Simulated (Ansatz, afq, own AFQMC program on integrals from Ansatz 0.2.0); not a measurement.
Integrals from Ansatz 0.2.0, then the random walk in our own AFQMC program (afq).

```yaml
crystal:
  periodic: [false, false, false]
  atoms:
    - {symbol: Cl, position_ang: [0.000000, 0.000000, 0.000000]}
    - {symbol: H, position_ang: [0.000000, 0.000000, 2.331000]}
basis:
  gaussian: {orbitals: cc-pVDZ}
magnetization: {spin_polarized: false}
correlation: {method: ccsd_t, electrons: outside_noble_gas, hamiltonian_folder: ham}
```

```sh
$ ansatz run in.yaml --threads 1 --pin off --events-out ev --progress --plain --max-ram 16896MiB --backend cuda --devices 0, --max-vram 18GiB
```

Options of the walk:

```
--method free --trial cisd --walkers 20 --time-step 0.1 --max-blocks 30 --target-error 0.00136 --factor-cut 1e-05 --seed 5992 --times 0,1,2,3 --taylor-order 10
```

Times are imaginary, in 1/Eh. The walk had a cap of 60 s.

```
orbitals 18  electrons 4 4  factors 101 of 239
reference energy -459.91499458 Eh
CCSD correlation -0.20192142 Eh in 10 cycles, weight of the determinant in the CISD state 0.8155
repeat  energy at the last time / Eh  error
    10  -460.129310  0.004345
    20  -460.129194  0.002552
    30  -460.127297  0.002062
time / (1/Eh)  energy / Eh  error  mean overlap
  0.00  -460.116322  0.001223  1.2200
  1.00  -460.124831  0.001012  1.2141
  2.00  -460.124191  0.001167  1.2600
  3.00  -460.127297  0.002062  1.2368
energy -460.127297 +/- 0.002062 Eh
```

The run passed its tests (error under three times the target), which doesn't prove that it has relaxed.

Against this walk (error 56.1 meV) on the same determinant: CCSD(T) 47.7 meV higher (within the noise), CCSDT(Q) 21.9 meV higher (within the noise), CCSDTQ 24.0 meV higher (within the noise), full CI 23.0 meV higher (within the noise). The error is statistical, and a free projection of finite length keeps a remainder of its start.

A setting was made bad on purpose (time step too long), so the walk's energy isn't to be trusted.

Cautions: remainder of the start not in the error; error above the target (56.1 against 37.0 meV); restricted determinant unstable towards unrestricted (UHF 1.68 eV lower, ⟨S²⟩ 0.86); strong correlation (T1 0.030, weight of the determinant 0.82, largest double 0.39); the CCSD(T) amplitudes may be one of several solutions (largest double 0.39); the CCSDT(Q) amplitudes may be one of several solutions (largest double 0.44); the CCSDTQ amplitudes may be one of several solutions (largest double 0.44); so few walkers bias the energy; the time-step error isn't removed.

CCSDT and higher add their correlation energy to the determinant of the CCSD(T) run, since their own runs factorise the integrals more tightly (a shift of under 2 meV). A walk keeps the symmetry of its determinant, which the program's search chose and which needn't be the lowest solution, so a lower state of the same spin and another symmetry isn't excluded.
